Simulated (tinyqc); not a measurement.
UHF in the sto-3g basis, for H2O, spin multiplicity 3, step by step. This run ends on a higher stationary point, not on the lowest solution. Computed by tinyqc, a small Python program that keeps every step (integrals from PySCF). Settings: charge = 0, multiplicity = 3, basis = sto-3g, energy threshold = 1e-08, iteration cap = 88, orthogonalisation = canonical, start = highest core orbitals, DIIS depth = 3, method = UHF. Command: `OMP_NUM_THREADS=1 python tinyqc.py 20120 20121 out.jsonl` (the two numbers bound the seeds that draw the settings). One thread of a shared host (Intel(R) Xeon(R) Processor @ 2.60GHz), about 0.2 s of CPU time with the checks.

Geometry (angstrom):
```
atom        x         y        z
O     0.00000   0.00000  0.00000
H     0.00000   1.10800  0.83100
H     0.00000  -1.10800  0.83100
```

Stop when the energy changes by less than 1e-08 hartree and every element of the error matrix X^T (F D S - S D F) X (for each spin) is below 3e-05.

Course of the cycle:
```
iteration  E (hartree)     change  largest element of the error matrix
1          -29.1537816          -                             1.54e-01
2          -74.1105762  -4.50e+01                             2.41e-01
3          -74.2053879  -9.48e-02                             2.57e-01
4          -74.1777651   2.76e-02                             2.55e-01
5          -74.5501146  -3.72e-01                             8.06e-02
6          -74.5642353  -1.41e-02                             2.91e-02
7          -74.5689414  -4.71e-03                             1.70e-02
8          -74.5720118  -3.07e-03                             4.03e-03
9          -74.5720985  -8.67e-05                             8.50e-04
10         -74.5721040  -5.45e-06                             7.28e-05
11         -74.5721040  -4.00e-08                             1.24e-06
12         -74.5721040  -6.34e-12                             1.33e-07
```

Can the last value be used, and what does the course show?

No, though the log alone does not show it. Converged in 12 iterations. But the solution lies 0.14326 hartree above the reference: it is another stationary point, not the lowest one. Reruns (cap 100 unless said): DIIS 8: converged in 16 to a higher stationary point; damping 0.5: converged in 55 to a higher stationary point; level shift 0.5: converged in 42 to a higher stationary point; atomic densities as start, DIIS 8: converged in 13. PySCF UHF in the same basis, after a stability check = -74.7153648 hartree.
